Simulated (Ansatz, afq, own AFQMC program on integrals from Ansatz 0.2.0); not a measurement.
# BGeH4, quartet: AFQMC among the cluster methods

```yaml
atoms:
  - { symbol: Ge, position_ang: [0.0000, 0.0000, 0.2823] }
  - { symbol: B, position_ang: [0.0000, 0.0000, -1.6912] }
  - { symbol: H, position_ang: [0.0000, 1.2553, 1.1670] }
  - { symbol: H, position_ang: [0.0000, -1.2553, 1.1670] }
  - { symbol: H, position_ang: [0.0000, 1.0424, -2.2706] }
  - { symbol: H, position_ang: [0.0000, -1.0424, -2.2706] }
```

Connectivity, by distances: GeH2–BH2.

Basis 6-31G. Noble-gas cores (and the filled d shells of Ga–Kr and In–Xe) are frozen. Integrals, coupled cluster, full CI and functionals: Ansatz 0.2.0; the random walks run on the same integrals in our own AFQMC program. The CISD trial takes its coefficients from CCSD amplitudes. Released means that phaseless walkers are propagated on without the constraint, phases kept. Uncertainties: one standard error, sampling alone. No spin–orbit coupling.

Determinant: UHF, the one that the program's search chose, which needn't be the lowest solution. The geometry is a PBE0/def2-TZVP stationary point of this or a neighbouring charge and spin state.

No full CI on the walks' own integrals is used here. The released AFQMC energy serves as the reference, which it does only where one determinant dominates, the energy is flat over the last release times and near the phaseless one (40 meV or 2 meV an electron, half that with transition metals). On small molecules, where full CI could be run and the noise was under 10 meV, such values lay within 10 meV of it in 19 cases of 20, a flattering rate, since the rule was set on those same cases; what remains of the bias isn't in the error bar.

Cautions: no relativity below Rb; no spin-orbit coupling; inner d shell frozen; another spin lies lower (by 5.34 eV); the released value is read at 2.40 1/Eh (meV from the phaseless value at times in 1/Eh: 4 ± 7 at 0.24, 2 ± 5 at 0.51, 6 ± 6 at 0.99, 0 ± 6 at 1.62, -4 ± 6 at 2.40).

```
T1 diagnostic                               : 0.0141
weight of the determinant in the CISD state : 0.908
⟨S²⟩ of the determinant                     : 3.764
size of the correlated space                : 11 electrons in 31 orbitals
```

```tsv
level	correlation energy (eV)
MP2	-2.4617
CCSD	-3.3719
CCSD(T)	-3.4337
```

Q: Estimate where AFQMC with the constraint released lies against CCSD(T) on the same integrals.

A: 23.5 ± 6.0 meV below CCSD(T).

Reference: AFQMC with the constraint released, correlation energy -3.457 ± 0.006 eV.

| level | E − E(reference) (meV) | share of correlation (%) |
| --- | --- | --- |
| CCSD(T) | 23.5 ± 6.0 | 99.32 |
| ph-AFQMC/HF | 50.1 ± 35.8 | 98.55 |
| ph-AFQMC/CISD | 3.9 ± 8.8 | 99.89 |

A walk keeps the symmetry of its determinant, which the program's search chose and which needn't be the lowest solution, so a lower state of the same spin and another symmetry isn't excluded. Released energies are given only where the last usable release times agree within the noise; a slower fall can still hide under it.
